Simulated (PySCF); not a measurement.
Excitations are Tamm–Dancoff values on a coarser integration grid. The basis has no diffuse functions, so Rydberg states are missing or too high.

## CF₄, SMILES `C(F)(F)(F)F` (charge 0, multiplicity 1)

The numbers are results of PBE-D3(BJ)/def2-TZVP (PySCF 2.14.0), not measurements.

```json
{
  "HOMO": "-10.35 eV",
  "dipole_moment": "0.00 D",
  "LUMO": "1.48 eV",
  "HOMO–LUMO gap": "11.84 eV",
  "S1 excitation (TDA)": "11.97 eV",
  "S1 oscillator strength": "0.000",
  "T1 excitation (TDA)": "11.65 eV",
  "S1–T1 gap (TDA)": "0.32 eV",
  "total_energy": "-437.2786 Ha",
  "cost": "very roughly 50 core-seconds"
}
```

```xyz
5

F     -0.2037     1.1334     0.6799
C      0.0000     0.0000     0.0000
F      0.1593    -1.0126     0.8589
F      1.0985     0.1230    -0.7528
F     -1.0541    -0.2438    -0.7860
```
Charge 0, spin multiplicity 1.
